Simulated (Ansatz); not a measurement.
C4H9N can be A, `C=CN(C)C`, or B, `C=C(C)CN`.

Gas-phase electronic energies from Ansatz, PBE0-D4/def2-TZVP geometries. CBS: MP2 limit from def2 TZ/QZ plus the TZ coupled-cluster correction, frozen cores. DFT in def2-TZVPP. B3LYP here is the variant with VWN-RPA as its local correlation; programs differ in this. One conformer a species, not always the lowest.

Task: Which isomer does CCSD(T)/CBS put lower? Give the gap. (An estimate is asked.)

Result: The calculation gave: B, by 9.0 kcal/mol.

Task: Give E(B) − E(A) in kcal/mol with B3LYP-D4, B3LYP, B2PLYP, ωB97M-V, HF/def2-TZVPP, MP2/def2-TZVPP, PBE-D4. (Estimate.)

Result: Ansatz gave: B3LYP-D4 -6.2, B3LYP -6.3, B2PLYP -7.1, ωB97M-V -8.1, HF/def2-TZVPP -8.8, MP2/def2-TZVPP -8.5, PBE-D4 -5.7. None reverses the order clearly.

Largest T1 diagnostic: 0.011.

From PBE to PBE0 (25 % exact exchange), in def2-TZVPP and without D4, E(B) − E(A) moves by −1.2 kcal/mol.
